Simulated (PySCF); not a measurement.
## NMR parameters from quadrupole coupling constants

Species: C5H8S.
Structure used (GFN2-xTB), in Å, numbered top down from 1:
```xyz
14
C5H8S angstrom
C     -1.7031   -0.5292    0.0735
C     -1.3324    0.8521    0.5109
C     -0.4115    0.0777   -0.3912
C      0.8741   -0.4279    0.1551
C      2.1658    0.1257   -0.3168
S      1.8477   -1.5509   -0.8900
H     -1.6507   -1.3258    0.8000
H     -2.4980   -0.6487   -0.6457
H     -1.8682    1.6884    0.0897
H     -1.0300    1.0003    1.5365
H     -0.3501    0.3861   -1.4278
H      0.8271   -0.7540    1.1896
H      2.9825    0.2250    0.3854
H      2.1461    0.8807   -1.0915
```

Computed at PBE0/pcSseg-1 (PySCF, non-relativistic):

| atom | environment | nucleus | spin I | Q (b) | CQ = χzz (MHz) | η |
| --- | --- | --- | --- | --- | --- | --- |
| S6 | sulfide sulfur | 33S | 3/2 | -0.0678 | 50.252 | 0.349 |

PQ = |CQ|√(1 + η²/3), νQ = 3|CQ|/[2I(2I − 1)], ν0 = |g|·7.62259 MHz/T·B with g(33S) = 0.42921: values at 28.2 T?

```csv
atom,PQ (MHz),νQ (MHz),ν0 (MHz),νQ/ν0
S6,51.26,25.13,92.26,0.272
```

For S6: PQ = 50.25 × 1.0201, νQ = 50.25 × 0.5000, ν0 = 3.2717 MHz/T × 28.2 T.

Quadrupolar 1/T1 and linewidth for τc = 1 ps (extreme narrowing, isotropic tumbling)?

1/T1 = 1/T2 = (3π²/10)(2I + 3)/[I²(2I − 1)] × PQ² × τc; the width is 1/(πT2).

| site | spin factor (2I + 3)/[I²(2I − 1)] | 1/T1 (s⁻¹) | T1 (ms) | linewidth (Hz) |
| --- | --- | --- | --- | --- |
| 33S at S6 | 1.333 | 10400 | 0.0964 | 3300 |

Isolated species at its GFN2-xTB geometry (one conformer only). GFN2-xTB bond lengths can be off by several hundredths of an ångström, more for odd bonds, and the gradients follow them. With so small a basis the couplings can be 20 % off.
